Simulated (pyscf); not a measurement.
Four-centre exchange: Cl–BH–Cl + methane (CH₄) -> Cl–BH–Cl + methane (CH₄)

Gas phase, singlet surface, charge 0. Bonds broken: B2–H4, C5–H6. Bonds formed: B2–H6, H4–C5. PySCF, gas phase, ωB97X-D3(BJ)/def2-SVP geometries. Correlated levels are frozen-core, on RHF or UHF. ΔMP2 is the change of the MP2 total energy from the triple- to the quadruple-zeta basis.

Transition state (Å):

```xyz
9

Cl     1.9815    -0.0904    -0.0600
B      0.3556     0.7257     0.1043
Cl     0.1510     2.4839    -0.3327
H     -0.3831     0.1083    -0.6496
C     -1.1505    -0.2734     0.7612
H      0.0912     0.6532     1.2968
H     -1.9440    -0.3540     0.0080
H     -0.6927    -1.2450     0.9745
H     -1.5732     0.1896     1.6614
```

One imaginary mode, 1151i cm⁻¹; descent along it reached the two sides named.

| bond | change | reactant side (Å) | saddle | product side |
|---|---|---|---|---|
| B2–H4 | breaks | 1.199 | 1.223 | 3.2 |
| C5–H6 | breaks | 1.087 | 1.639 | 4.2 |
| B2–H6 | forms | 3.0 | 1.224 | 1.198 |
| H4–C5 | forms | 3.6 | 1.651 | 1.096 |

Electronic energies relative to the separated reactants (kcal/mol):

```csv
level,barrier,reaction energy,reverse barrier
ωB97X-D3(BJ)/def2-TZVP,70.5,0.0,70.5
PBE/def2-TZVP,64.1,0.0,64.1
r²SCAN/def2-TZVP,67.6,0.0,67.6
B3LYP-D3(BJ)/def2-TZVP,70.4,0.0,70.4
PBE0-D3(BJ)/def2-TZVP,65.9,0.0,65.9
M06-2X/def2-TZVP,70.1,0.0,70.1
ωB97M-D3(BJ)/def2-TZVP,70.2,0.0,70.2
HF/def2-TZVP,92.4,0.0,92.4
MP2/def2-QZVPP,73.1,0.0,73.1
CCSD/def2-TZVPP,76.6,0.0,76.6
CCSD(T)/def2-TZVPP,73.7,0.0,73.7
CCSD(T)/def2-TZVPP + ΔMP2(QZVPP),72.9,0.0,72.9
```

With CCSD(T)/def2-TZVPP + ΔMP2(QZVPP) energies and thermal terms (ideal gas, 1 atm, RRHO with modes under 100 cm⁻¹ raised to 100, one conformer, R ln 2 for chiral ones without a mode under 150 cm⁻¹), in kcal/mol:

```json
[
 {"T (K)": "298", "ΔH‡": "73.2", "ΔG‡": "82.7", "ΔH": "0.0", "ΔG": "0.0"},
 {"T (K)": "600", "ΔH‡": "73.4", "ΔG‡": "92.2", "ΔH": "0.0", "ΔG": "0.0"},
 {"T (K)": "900", "ΔH‡": "74.0", "ΔG‡": "101.5", "ΔH": "0.0", "ΔG": "0.0"},
 {"T (K)": "1200", "ΔH‡": "74.6", "ΔG‡": "110.5", "ΔH": "0.0", "ΔG": "0.0"}
]
```

The same reactants have a lower exit, to HCl + H₃C–BH–Cl (barrier +44.1 kcal/mol at ωB97M-D3(BJ)/def2-TZVP, against +70.2 kcal/mol here). One saddle was located; it need not be the lowest between these sides. The CCSD(T) − MP2 part came from Ansatz, without density fitting, on the same reference.
